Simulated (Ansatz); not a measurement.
# AlH7OSi (built from SMILES [OH][AlH2].[SiH4]): a barrier at many levels of theory, part 2 of 3

Ansatz 0.2.0, Gaussian basis. Earlier steps stand in the parts before.

## (8) B3LYP-D4/def2-TZVPP

The inputs:

r/in.yaml

```yaml
crystal:
  periodic: [false, false, false]
  atoms:
    - {symbol: Al, position_ang: [0.543631, -1.206075, -0.672957]}
    - {symbol: O, position_ang: [1.115703, -0.245231, -1.958847]}
    - {symbol: H, position_ang: [-1.020647, -1.460562, -0.657734]}
    - {symbol: H, position_ang: [1.564599, -2.006890, 0.240185]}
    - {symbol: H, position_ang: [0.398484, 0.256213, 0.814989]}
    - {symbol: Si, position_ang: [-0.890702, 1.012416, 1.024652]}
    - {symbol: H, position_ang: [2.047082, -0.093807, -2.108313]}
    - {symbol: H, position_ang: [-0.514133, 2.178820, 1.861153]}
    - {symbol: H, position_ang: [-1.417294, 1.443592, -0.286876]}
    - {symbol: H, position_ang: [-1.826721, 0.121523, 1.743846]}
basis:
  gaussian: {orbitals: def2-TZVPP}
hamiltonian: {xc: {name: B3LYP}, dispersion: d4}
```

ts/in.yaml

```yaml
crystal:
  periodic: [false, false, false]
  atoms:
    - {symbol: Al, position_ang: [0.208813, -1.217418, -0.429483]}
    - {symbol: O, position_ang: [1.077953, 0.005816, -1.518449]}
    - {symbol: H, position_ang: [-1.046616, -1.887877, -1.112736]}
    - {symbol: H, position_ang: [1.197684, -1.931092, 0.581442]}
    - {symbol: H, position_ang: [0.445340, 0.597905, -0.620695]}
    - {symbol: Si, position_ang: [-0.746572, 0.921582, 0.829200]}
    - {symbol: H, position_ang: [2.026773, 0.131173, -1.412755]}
    - {symbol: H, position_ang: [0.069181, 1.773916, 1.738049]}
    - {symbol: H, position_ang: [-1.850880, 1.736284, 0.255181]}
    - {symbol: H, position_ang: [-1.381676, -0.130289, 1.690345]}
basis:
  gaussian: {orbitals: def2-TZVPP}
hamiltonian: {xc: {name: B3LYP}, dispersion: d4}
```

p/in.yaml

```yaml
crystal:
  periodic: [false, false, false]
  atoms:
    - {symbol: Al, position_ang: [0.217488, -1.197968, -0.089056]}
    - {symbol: O, position_ang: [0.747730, 0.044879, -1.603840]}
    - {symbol: H, position_ang: [-0.694670, -2.278724, -0.816786]}
    - {symbol: H, position_ang: [1.700346, -1.609415, 0.348247]}
    - {symbol: H, position_ang: [0.496239, 0.952187, -1.382856]}
    - {symbol: Si, position_ang: [-0.870281, 0.634027, 1.167291]}
    - {symbol: H, position_ang: [1.690527, 0.036954, -1.802124]}
    - {symbol: H, position_ang: [-0.282938, 0.978455, 2.495151]}
    - {symbol: H, position_ang: [-0.655856, 1.879139, 0.332901]}
    - {symbol: H, position_ang: [-2.348585, 0.560467, 1.351171]}
basis:
  gaussian: {orbitals: def2-TZVPP}
hamiltonian: {xc: {name: B3LYP}, dispersion: d4}
```

The same command starts each run, in its folder.

On the command line:

```
ansatz run in.yaml --threads 2 --pin off --events-out ev --progress --plain --max-ram 4352MiB
```

Log of r (excerpt; [...] marks lines left out):

```text
Functional definition: B3LYP
  name "B3LYP"
  cite "Stephens, Devlin, Chabalowski & Frisch, J. Phys. Chem. 98, 11623 (1994) doi:10.1021/j100096a001"
  cite "Becke, Phys. Rev. A 38, 3098 (1988) doi:10.1103/PhysRevA.38.3098"
  cite "Lee, Yang & Parr, Phys. Rev. B 37, 785 (1988) doi:10.1103/PhysRevB.37.785"
  cite "Vosko, Wilk & Nusair, Can. J. Phys. 58, 1200 (1980) doi:10.1139/p80-159"
[...]
1148 factors; their error is unknown
[...]
mean field -16639.35336855 eV, -611.4849577356 hartree, gradient 4.0e-5 eV, S^2 0.000000; 0 other end points of the search recorded, 0 dependent functions left out
reference -16639.35367115 eV, -611.4849688557 hartree; 21, 21 occupied and 192, 192 virtual orbitals, 1148 factors
Total energy: -16639.61419000 eV, -611.4945427467 hartree
```

Log of ts (excerpt; [...] marks lines left out):

```text
[... 6 set-up lines as earlier in the session ...]
[...]
1148 factors; their error is unknown
[...]
mean field -16637.77249189 eV, -611.4268615899 hartree, gradient 6.4e-5 eV, S^2 0.000000; 0 other end points of the search recorded, 0 dependent functions left out
reference -16637.77279108 eV, -611.4268725847 hartree; 21, 21 occupied and 192, 192 virtual orbitals, 1148 factors
Total energy: -16638.04646135 eV, -611.4369297816 hartree
```

p printed (excerpt; [...] marks lines left out):

```text
[... 6 set-up lines as earlier in the session ...]
[...]
1148 factors; their error is unknown
[...]
mean field -16638.63031984 eV, -611.4583861854 hartree, gradient 5.1e-5 eV, S^2 0.000000; 0 other end points of the search recorded, 0 dependent functions left out
reference -16638.63062222 eV, -611.4583972976 hartree; 21, 21 occupied and 192, 192 virtual orbitals, 1148 factors
Total energy: -16638.89859555 eV, -611.4682451358 hartree
```

Wall times: 2.9 s (r), 2.7 s (ts), 2.7 s (p) on 2 threads of Arm Neoverse V1, shared host.

At this level: barrier 151.3 kJ/mol, step energy +69.0 kJ/mol.

## (9) r2SCAN0-D4/def2-TZVPP

Each input of step 8 (r, ts, p) changes in the same lines:

```diff
-hamiltonian: {xc: {name: B3LYP}, dispersion: d4}
+hamiltonian: {xc: {name: r2SCAN0}, dispersion: d4}
```

The same command starts each run, in its folder.

On the command line:

```
ansatz run in.yaml --threads 2 --pin off --events-out ev --progress --plain --max-ram 4352MiB
```

r printed (excerpt; [...] marks lines left out):

```text
Functional definition: r2SCAN0
  name "r2SCAN0"
  cite "Bursch, Neugebauer, Ehlert & Grimme, J. Chem. Phys. 156, 134105 (2022) doi:10.1063/5.0086040"
[... 3 set-up lines as earlier in the session ...]
[...]
1155 factors; their error is unknown
[...]
mean field -16634.63054347 eV, -611.3113971151 hartree, gradient 3.4e-5 eV, S^2 0.000000; 0 other end points of the search recorded, 0 dependent functions left out
reference -16634.63055569 eV, -611.3113975641 hartree; 21, 21 occupied and 192, 192 virtual orbitals, 1155 factors
Total energy: -16634.67844089 eV, -611.3131573127 hartree
```

Log of ts (excerpt; [...] marks lines left out):

```text
[... 6 set-up lines as earlier in the session ...]
[...]
1155 factors; their error is unknown
[...]
mean field -16633.15570664 eV, -611.2571978613 hartree, gradient 5.3e-5 eV, S^2 0.000000; 0 other end points of the search recorded, 0 dependent functions left out
reference -16633.15571879 eV, -611.2571983076 hartree; 21, 21 occupied and 192, 192 virtual orbitals, 1155 factors
Total energy: -16633.20455738 eV, -611.2589930929 hartree
```

Log of p (excerpt; [...] marks lines left out):

```text
[... 6 set-up lines as earlier in the session ...]
[...]
1155 factors; their error is unknown
[...]
mean field -16634.02729470 eV, -611.2892281316 hartree, gradient 3.8e-5 eV, S^2 0.000000; 0 other end points of the search recorded, 0 dependent functions left out
reference -16634.02730670 eV, -611.2892285725 hartree; 21, 21 occupied and 192, 192 virtual orbitals, 1155 factors
Total energy: -16634.07540769 eV, -611.2909962513 hartree
```

They took 5.5 s (r), 5.5 s (ts), 5.5 s (p) on 2 threads of Arm Neoverse V1, shared host.

At this level: barrier 142.2 kJ/mol, step energy +58.2 kJ/mol.

## (10) BHLYP-D4/def2-TZVPP

The same edit goes into each in.yaml of step 9 (r, ts, p):

```diff
-hamiltonian: {xc: {name: r2SCAN0}, dispersion: d4}
+hamiltonian: {xc: {name: BHLYP}, dispersion: d4}
```

The same command starts each run, in its folder.

On the command line:

```
ansatz run in.yaml --threads 2 --pin off --events-out ev --progress --plain --max-ram 4352MiB
```

Output in r (excerpt; [...] marks lines left out):

```text
Functional definition: BHLYP
  name "BHLYP"
  cite "Becke, J. Chem. Phys. 98, 1372 (1993) doi:10.1063/1.464304"
[... 2 set-up lines as earlier in the session ...]
[...]
1205 factors; their error is unknown
[...]
mean field -16636.80466451 eV, -611.3912945895 hartree, gradient 4.6e-5 eV, S^2 0.000000; 0 other end points of the search recorded, 0 dependent functions left out
reference -16636.80486840 eV, -611.3913020825 hartree; 21, 21 occupied and 192, 192 virtual orbitals, 1205 factors
Total energy: -16637.01386760 eV, -611.3989826612 hartree
```

ts printed (excerpt; [...] marks lines left out):

```text
[... 5 set-up lines as earlier in the session ...]
[...]
1205 factors; their error is unknown
[...]
mean field -16635.01560572 eV, -611.3255478918 hartree, gradient 1.8e-5 eV, S^2 0.000000; 0 other end points of the search recorded, 0 dependent functions left out
reference -16635.01580702 eV, -611.3255552891 hartree; 21, 21 occupied and 192, 192 virtual orbitals, 1205 factors
Total energy: -16635.23783515 eV, -611.3337146726 hartree
```

p printed (excerpt; [...] marks lines left out):

```text
[... 5 set-up lines as earlier in the session ...]
[...]
1205 factors; their error is unknown
[...]
mean field -16636.07553125 eV, -611.3644994363 hartree, gradient 3.5e-5 eV, S^2 0.000000; 0 other end points of the search recorded, 0 dependent functions left out
reference -16636.07573539 eV, -611.3645069383 hartree; 21, 21 occupied and 192, 192 virtual orbitals, 1205 factors
Total energy: -16636.29418000 eV, -611.3725346299 hartree
```

Wall times: 2.9 s (r), 2.9 s (ts), 2.8 s (p) on 2 threads of Arm Neoverse V1, shared host.

At this level: barrier 171.4 kJ/mol, step energy +69.4 kJ/mol.

## (11) CAM-B3LYP-D4/def2-TZVPP

Each input of step 10 (r, ts, p) changes in the same lines:

```diff
-hamiltonian: {xc: {name: BHLYP}, dispersion: d4}
+hamiltonian: {xc: {name: CAM-B3LYP}, dispersion: d4}
```

Each run has its own folder and the same command.

On the command line:

```
ansatz run in.yaml --threads 2 --pin off --events-out ev --progress --plain --max-ram 4352MiB
```

Log of r (excerpt; [...] marks lines left out):

```text
Functional definition: CAM-B3LYP
  name "CAM-B3LYP"
  cite "Yanai, Tew & Handy, Chem. Phys. Lett. 393, 51 (2004) doi:10.1016/j.cplett.2004.06.011"
  cite "Iikura, Tsuneda, Yanai & Hirao, J. Chem. Phys. 115, 3540 (2001) doi:10.1063/1.1383587"
[... 2 set-up lines as earlier in the session ...]
[...]
  # Exact exchange under (alpha + beta erf(omega r))/r, Becke's under what is left of 1/r.
[...]
1143 factors; their error is unknown
312 factors; integrals over basis functions are off by at most 1.8e-5 eV
[...]
mean field -16637.42964593 eV, -611.4142622331 hartree, gradient 4.5e-5 eV, S^2 0.000000; 0 other end points of the search recorded, 0 dependent functions left out
reference -16637.42979346 eV, -611.4142676549 hartree; 21, 21 occupied and 192, 192 virtual orbitals, 1143 factors
Total energy: -16637.57118578 eV, -611.4194637266 hartree
```

ts printed (excerpt; [...] marks lines left out):

```text
[... 6 set-up lines as earlier in the session ...]
[...]
  # Exact exchange under (alpha + beta erf(omega r))/r, Becke's under what is left of 1/r.
[...]
1143 factors; their error is unknown
312 factors; integrals over basis functions are off by at most 1.7e-5 eV
[...]
mean field -16635.79748434 eV, -611.3542814010 hartree, gradient 2.3e-5 eV, S^2 0.000000; 0 other end points of the search recorded, 0 dependent functions left out
reference -16635.79763046 eV, -611.3542867709 hartree; 21, 21 occupied and 192, 192 virtual orbitals, 1143 factors
Total energy: -16635.94486129 eV, -611.3596974038 hartree
```

Output in p (excerpt; [...] marks lines left out):

```text
[... 6 set-up lines as earlier in the session ...]
[...]
  # Exact exchange under (alpha + beta erf(omega r))/r, Becke's under what is left of 1/r.
[...]
1143 factors; their error is unknown
312 factors; integrals over basis functions are off by at most 1.7e-5 eV
[...]
mean field -16636.70589988 eV, -611.3876650564 hartree, gradient 4.8e-5 eV, S^2 0.000000; 0 other end points of the search recorded, 0 dependent functions left out
reference -16636.70604746 eV, -611.3876704796 hartree; 21, 21 occupied and 192, 192 virtual orbitals, 1143 factors
Total energy: -16636.85073324 eV, -611.3929875841 hartree
```

Wall times: 3.2 s (r), 3.4 s (ts), 3.2 s (p) on 2 threads of Arm Neoverse V1, shared host.

Barrier 156.9 kJ/mol; end less start +69.5 kJ/mol.

## (12) wB97X-V/def2-TZVPP

The same edit goes into each in.yaml of step 11 (r, ts, p):

```diff
-hamiltonian: {xc: {name: CAM-B3LYP}, dispersion: d4}
+hamiltonian: {xc: {name: wB97X-V}}
```

Each run has its own folder and the same command.

On the command line:

```
ansatz run in.yaml --threads 2 --pin off --events-out ev --progress --plain --max-ram 4352MiB
```

Output in r (excerpt; [...] marks lines left out):

```text
Functional definition: wB97X-V
  name "wB97X-V"
  cite "Mardirossian & Head-Gordon, Phys. Chem. Chem. Phys. 16, 9904 (2014) doi:10.1039/C3CP54374A"
[... 2 set-up lines as earlier in the session ...]
[...]
      + integral(e_c_pw_opposite_spin*poly(b97_u_opposite, cos0, cos1)) + vv10(b, c)
1143 factors; their error is unknown
289 factors; integrals over basis functions are off by at most 1.2e-5 eV
[...]
mean field -16634.75262708 eV, -611.3158836049 hartree, gradient 5.8e-5 eV, S^2 0.000000; 0 other end points of the search recorded, 0 dependent functions left out
reference -16634.75262461 eV, -611.3158835140 hartree; 21, 21 occupied and 192, 192 virtual orbitals, 1143 factors
Total energy: -16634.75262461 eV, -611.3158835140 hartree
```

Log of ts (excerpt; [...] marks lines left out):

```text
[... 5 set-up lines as earlier in the session ...]
[...]
      + integral(e_c_pw_opposite_spin*poly(b97_u_opposite, cos0, cos1)) + vv10(b, c)
1143 factors; their error is unknown
289 factors; integrals over basis functions are off by at most 1.2e-5 eV
[...]
mean field -16633.16663541 eV, -611.2575994860 hartree, gradient 3.6e-5 eV, S^2 0.000000; 0 other end points of the search recorded, 0 dependent functions left out
reference -16633.16663297 eV, -611.2575993963 hartree; 21, 21 occupied and 192, 192 virtual orbitals, 1143 factors
Total energy: -16633.16663297 eV, -611.2575993963 hartree
```

p printed (excerpt; [...] marks lines left out):

```text
[... 5 set-up lines as earlier in the session ...]
[...]
      + integral(e_c_pw_opposite_spin*poly(b97_u_opposite, cos0, cos1)) + vv10(b, c)
1143 factors; their error is unknown
289 factors; integrals over basis functions are off by at most 1.2e-5 eV
[...]
mean field -16634.11377113 eV, -611.2924060817 hartree, gradient 2.5e-5 eV, S^2 0.000000; 0 other end points of the search recorded, 0 dependent functions left out
reference -16634.11376870 eV, -611.2924059924 hartree; 21, 21 occupied and 192, 192 virtual orbitals, 1143 factors
Total energy: -16634.11376870 eV, -611.2924059924 hartree
```

Times: 9 s (r), 9.5 s (ts), 9 s (p) on 2 threads of Arm Neoverse V1, shared host; peak memory 0.46 GiB.

This gives 153.0 kJ/mol for the barrier and +61.6 kJ/mol for the step.

## (13) wB97M-V/def2-TZVPP

The same edit goes into each in.yaml of step 12 (r, ts, p):

```diff
-hamiltonian: {xc: {name: wB97X-V}}
+hamiltonian: {xc: {name: wB97M-V}}
```

The same command starts each run, in its folder.

On the command line:

```
ansatz run in.yaml --threads 2 --pin off --events-out ev --progress --plain --max-ram 4352MiB
```

Log of r (excerpt; [...] marks lines left out):

```text
Functional definition: wB97M-V
  name "wB97M-V"
  cite "Mardirossian & Head-Gordon, J. Chem. Phys. 144, 214110 (2016) doi:10.1063/1.4952647"
[... 2 set-up lines as earlier in the session ...]
  # Of w^i u^j: cxij and so on, Table III.
[...]
  gx(w, u) = 1 - cx + cx01*u + cx10*w
[...]
      + integral(e_c_pw_mod_opposite_spin*gos(b97_w_opposite, b97_u_opposite)) + vv10(b, c)
1127 factors; their error is unknown
289 factors; integrals over basis functions are off by at most 1.2e-5 eV
[...]
mean field -16635.47301560 eV, -611.3423573948 hartree, gradient 5.8e-5 eV, S^2 0.000000; 0 other end points of the search recorded, 0 dependent functions left out
reference -16635.47307580 eV, -611.3423596070 hartree; 21, 21 occupied and 192, 192 virtual orbitals, 1127 factors
Total energy: -16635.47307580 eV, -611.3423596070 hartree
```

ts printed (excerpt; [...] marks lines left out):

```text
[... 5 set-up lines as earlier in the session ...]
  # Of w^i u^j: cxij and so on, Table III.
[...]
  gx(w, u) = 1 - cx + cx01*u + cx10*w
[...]
      + integral(e_c_pw_mod_opposite_spin*gos(b97_w_opposite, b97_u_opposite)) + vv10(b, c)
1127 factors; their error is unknown
289 factors; integrals over basis functions are off by at most 1.2e-5 eV
[...]
mean field -16633.86845605 eV, -611.2833909187 hartree, gradient 3.5e-5 eV, S^2 0.000000; 0 other end points of the search recorded, 0 dependent functions left out
reference -16633.86851542 eV, -611.2833931008 hartree; 21, 21 occupied and 192, 192 virtual orbitals, 1127 factors
Total energy: -16633.86851542 eV, -611.2833931008 hartree
```

p printed (excerpt; [...] marks lines left out):

```text
[... 5 set-up lines as earlier in the session ...]
  # Of w^i u^j: cxij and so on, Table III.
[...]
  gx(w, u) = 1 - cx + cx01*u + cx10*w
[...]
      + integral(e_c_pw_mod_opposite_spin*gos(b97_w_opposite, b97_u_opposite)) + vv10(b, c)
1127 factors; their error is unknown
289 factors; integrals over basis functions are off by at most 1.2e-5 eV
[...]
mean field -16634.78176243 eV, -611.3169543093 hartree, gradient 2.3e-5 eV, S^2 0.000000; 0 other end points of the search recorded, 0 dependent functions left out
reference -16634.78182145 eV, -611.3169564781 hartree; 21, 21 occupied and 192, 192 virtual orbitals, 1127 factors
Total energy: -16634.78182145 eV, -611.3169564781 hartree
```

They took 10 s (r), 11 s (ts), 11 s (p) on 2 threads of Arm Neoverse V1, shared host; peak memory 0.47 GiB.

This gives 154.8 kJ/mol for the barrier and +66.7 kJ/mol for the step.

## (14) B2PLYP/def2-TZVPP

The same edit goes into each in.yaml of step 13 (r, ts, p):

```diff
-hamiltonian: {xc: {name: wB97M-V}}
+hamiltonian: {xc: {name: B2PLYP}}
```

One command serves all of them, each in its own folder.

On the command line:

```
ansatz run in.yaml --threads 2 --pin off --events-out ev --progress --plain --max-ram 4352MiB
```

r printed (excerpt; [...] marks lines left out):

```text
Functional definition: B2PLYP
  name "B2PLYP"
  cite "Grimme, J. Chem. Phys. 124, 034108 (2006) doi:10.1063/1.2148954"
[... 2 set-up lines as earlier in the session ...]
[...]
1222 factors; integrals over basis functions are off by at most 1.6e-3 eV
[...]
mean field -16625.52186190 eV, -610.9766592414 hartree, gradient 5.3e-6 eV, S^2 0.000000; 0 other end points of the search recorded, 0 dependent functions left out
11 core orbitals not correlated: weight in the atoms' cores, before any rotation towards them, 1.000 or more for the frozen orbitals, at most 0.000 for the correlated occupied ones
reference -16625.52205250 eV, -610.9766662457 hartree; 10, 10 occupied and 192, 192 virtual orbitals, 1222 factors
second order -15.88635750 eV of doubles, -0.00000000 eV of singles
Total energy: -16629.81136902 eV, -611.1342957206 hartree
```

ts printed (excerpt; [...] marks lines left out):

```text
[... 5 set-up lines as earlier in the session ...]
[...]
1225 factors; integrals over basis functions are off by at most 9.1e-4 eV
[...]
mean field -16623.67533608 eV, -610.9088006690 hartree, gradient 4.3e-6 eV, S^2 0.000000; 0 other end points of the search recorded, 0 dependent functions left out
11 core orbitals not correlated: weight in the atoms' cores, before any rotation towards them, 1.000 or more for the frozen orbitals, at most 0.000 for the correlated occupied ones
reference -16623.67552442 eV, -610.9088075904 hartree; 10, 10 occupied and 192, 192 virtual orbitals, 1225 factors
second order -16.67398926 eV of doubles, -0.00000000 eV of singles
Total energy: -16628.17750152 eV, -611.0742521973 hartree
```

Log of p (excerpt; [...] marks lines left out):

```text
[... 5 set-up lines as earlier in the session ...]
[...]
1226 factors; integrals over basis functions are off by at most 1.2e-3 eV
[...]
mean field -16624.77934333 eV, -610.9493721872 hartree, gradient 3.3e-6 eV, S^2 0.000000; 0 other end points of the search recorded, 0 dependent functions left out
11 core orbitals not correlated: weight in the atoms' cores, before any rotation towards them, 1.000 or more for the frozen orbitals, at most 0.000 for the correlated occupied ones
reference -16624.77953425 eV, -610.9493792034 hartree; 10, 10 occupied and 192, 192 virtual orbitals, 1226 factors
second order -15.90237832 eV of doubles, -0.00000000 eV of singles
Total energy: -16629.07317639 eV, -611.1071676419 hartree
```

Wall times: 5.5 s (r), 6 s (ts), 5.5 s (p) on 2 threads of Arm Neoverse V1, shared host.

Barrier 157.6 kJ/mol; end less start +71.2 kJ/mol.

## (15) PBE-QIDH/def2-TZVPP

The same edit goes into each in.yaml of step 14 (r, ts, p):

```diff
-hamiltonian: {xc: {name: B2PLYP}}
+hamiltonian: {xc: {name: PBE-QIDH}}
```

Each run has its own folder and the same command.

On the command line:

```
ansatz run in.yaml --threads 2 --pin off --events-out ev --progress --plain --max-ram 4352MiB
```

r printed (excerpt; [...] marks lines left out):

```text
Functional definition: PBE-QIDH
  name "PBE-QIDH"
  cite "Brémond, Sancho-García, Pérez-Jiménez & Adamo, J. Chem. Phys. 141, 031101 (2014) doi:10.1063/1.4890314"
[... 1 set-up line as earlier in the session ...]
[...]
1222 factors; integrals over basis functions are off by at most 1.6e-3 eV
[...]
mean field -16619.03000640 eV, -610.7380879520 hartree, gradient 6.7e-6 eV, S^2 0.000000; 0 other end points of the search recorded, 0 dependent functions left out
11 core orbitals not correlated: weight in the atoms' cores, before any rotation towards them, 1.000 or more for the frozen orbitals, at most 0.000 for the correlated occupied ones
reference -16619.03002179 eV, -610.7380885175 hartree; 10, 10 occupied and 192, 192 virtual orbitals, 1222 factors
second order -14.75678444 eV of doubles, -0.00000000 eV of singles
Total energy: -16623.94894993 eV, -610.9188557927 hartree
```

Output in ts (excerpt; [...] marks lines left out):

```text
[... 4 set-up lines as earlier in the session ...]
[...]
1225 factors; integrals over basis functions are off by at most 9.1e-4 eV
[...]
mean field -16617.26357768 eV, -610.6731728938 hartree, gradient 7.7e-6 eV, S^2 0.000000; 0 other end points of the search recorded, 0 dependent functions left out
11 core orbitals not correlated: weight in the atoms' cores, before any rotation towards them, 1.000 or more for the frozen orbitals, at most 0.000 for the correlated occupied ones
reference -16617.26359268 eV, -610.6731734452 hartree; 10, 10 occupied and 192, 192 virtual orbitals, 1225 factors
second order -15.45709406 eV of doubles, -0.00000000 eV of singles
Total energy: -16622.41595737 eV, -610.8625193551 hartree
```

p printed (excerpt; [...] marks lines left out):

```text
[... 4 set-up lines as earlier in the session ...]
[...]
1226 factors; integrals over basis functions are off by at most 1.2e-3 eV
[...]
mean field -16618.43053574 eV, -610.7160578118 hartree, gradient 3.4e-6 eV, S^2 0.000000; 0 other end points of the search recorded, 0 dependent functions left out
11 core orbitals not correlated: weight in the atoms' cores, before any rotation towards them, 1.000 or more for the frozen orbitals, at most 0.000 for the correlated occupied ones
reference -16618.43055094 eV, -610.7160583704 hartree; 10, 10 occupied and 192, 192 virtual orbitals, 1226 factors
second order -14.79624544 eV of doubles, -0.00000000 eV of singles
Total energy: -16623.36263276 eV, -610.8973090339 hartree
```

Wall times: 5.5 s (r), 6 s (ts), 5.5 s (p) on 2 threads of Arm Neoverse V1, shared host.

This gives 147.9 kJ/mol for the barrier and +56.6 kJ/mol for the step.

[end of part 2 of 3]
